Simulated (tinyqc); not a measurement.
RHF in the sto-6g basis, for CH3-, spin multiplicity 1, step by step. The basis has no diffuse functions, so it cannot describe the extra electron: this is an exercise in the method, not the real anion. One step of it, computed by the program tinyqc.

Problem. Iteration 2: diagonalisation and new density. A level shift of 1 hartree raises the virtual space: F + shift (S - S D(s) S), with D(s) the density of one spin (D/2). Diagonalise F' = X^T F X, C = X C', fill 5 alpha and 5 beta electrons from the bottom; D = 2 C_occ C_occ^T. Each column has its largest component positive (the first on a tie).

Fock matrix F (hartree), lower triangle:
```
            1C 1s      1C 2s     1C 2px     1C 2py    1C 2pz      2H 1s      3H 1s     4H 1s
1C 1s   -9.598933
1C 2s   -2.529015  -0.545543
1C 2px   0.000003   0.000047   0.617293
1C 2py   0.000000   0.000000   0.000000   0.617129
1C 2pz   0.003798   0.021807  -0.000007   0.000000  0.666043
2H 1s   -0.450632  -0.282786  -0.133401   0.000000  0.014155   0.166045
3H 1s   -0.451110  -0.282947   0.066657  -0.115502  0.014161  -0.069330   0.165975
4H 1s   -0.451110  -0.282947   0.066657   0.115502  0.014161  -0.069330  -0.069339  0.165975
```

X, lower triangle:
```
            1C 1s      1C 2s     1C 2px     1C 2py    1C 2pz      2H 1s      3H 1s     4H 1s
1C 1s    1.026019
1C 2s   -0.149863   1.253844
1C 2px   0.000004  -0.000075   1.120663
1C 2py   0.000000   0.000000   0.000000   1.120837
1C 2pz   0.001690  -0.016635   0.000007   0.000000  1.001200
2H 1s    0.020410  -0.243834  -0.258464   0.000000  0.017650   1.157280
3H 1s    0.020418  -0.244058   0.129270  -0.224042  0.017671  -0.019893   1.157500
4H 1s    0.020418  -0.244058   0.129270   0.224042  0.017671  -0.019893  -0.019919  1.157500
```

D after iteration 1, lower triangle:
```
            1C 1s     1C 2s     1C 2px     1C 2py     1C 2pz      2H 1s      3H 1s     4H 1s
1C 1s    2.097751
1C 2s   -0.383852  1.577544
1C 2px   0.000004  0.000019   1.211740
1C 2py   0.000000  0.000000   0.000000   1.211537
1C 2pz  -0.014059  0.066349  -0.000005   0.000000   1.992946
2H 1s   -0.065593  0.189071   0.459035   0.000000  -0.032198   0.197552
3H 1s   -0.065622  0.189124  -0.229401   0.397407  -0.032207  -0.063235   0.197462
4H 1s   -0.065622  0.189124  -0.229401  -0.397407  -0.032207  -0.063235  -0.063253  0.197462
```

overlap S, lower triangle:
```
           1C 1s     1C 2s     1C 2px     1C 2py     1C 2pz     2H 1s     3H 1s     4H 1s
1C 1s   1.000000
1C 2s   0.243228  1.000000
1C 2px  0.000000  0.000000   1.000000
1C 2py  0.000000  0.000000   0.000000   1.000000
1C 2pz  0.000000  0.000000   0.000000   0.000000   1.000000
2H 1s   0.042764  0.393172   0.399684   0.000000  -0.029022  1.000000
3H 1s   0.042810  0.393412  -0.199848   0.346340  -0.029046  0.087476  1.000000
4H 1s   0.042810  0.393412  -0.199848  -0.346340  -0.029046  0.087476  0.087469  1.000000
```

Give: F' = X^T F X; orbital energies; coefficients C; D after iteration 2.

Solution.

F' = X^T F X (hartree), lower triangle:
```
        1       2       3       4      5       6       7      8
1  -9.387
2  -1.472   0.543
3   0.000   0.000   1.200
4   0.000   0.000   0.000   1.200
5   0.009  -0.035   0.000   0.000  0.671
6  -0.015  -0.579  -0.808   0.000  0.055   1.202
7  -0.016  -0.579   0.404  -0.700  0.055  -0.023   1.202
8  -0.016  -0.579   0.404   0.700  0.055  -0.023  -0.023  1.202
```

orbital energies (hartree): MO1 -9.604, MO2 -0.053, MO3 0.222, MO4 0.222, MO5 0.666, MO6 1.974, MO7 2.202, MO8 2.203

coefficients C:
```
           MO1     MO2     MO3     MO4     MO5     MO6     MO7     MO8
1C 1s    0.994  -0.217   0.000   0.000  -0.022  -0.202   0.000   0.000
1C 2s    0.027   0.707   0.000   0.000   0.098   1.124  -0.001   0.000
1C 2px   0.000   0.000   0.000   0.575   0.000   0.001   1.013   0.000
1C 2py   0.000   0.000   0.575   0.000   0.000   0.000   0.000   1.013
1C 2pz  -0.001  -0.038   0.000   0.000   0.995  -0.108   0.000   0.000
2H 1s   -0.005   0.220   0.000   0.492  -0.021  -0.655  -0.865   0.000
3H 1s   -0.005   0.220   0.426  -0.246  -0.021  -0.654   0.433  -0.750
4H 1s   -0.005   0.220  -0.426  -0.246  -0.021  -0.654   0.433   0.750
```

D after iteration 2, lower triangle:
```
         1C 1s  1C 2s  1C 2px  1C 2py  1C 2pz   2H 1s   3H 1s  4H 1s
1C 1s    2.071
1C 2s   -0.258  1.021
1C 2px   0.000  0.000   0.661
1C 2py   0.000  0.000   0.000   0.661
1C 2pz  -0.030  0.141   0.000   0.000   1.984
2H 1s   -0.104  0.306   0.565   0.000  -0.058   0.581
3H 1s   -0.104  0.306  -0.282   0.489  -0.058  -0.144   0.580
4H 1s   -0.104  0.306  -0.282  -0.489  -0.058  -0.144  -0.144  0.580
```
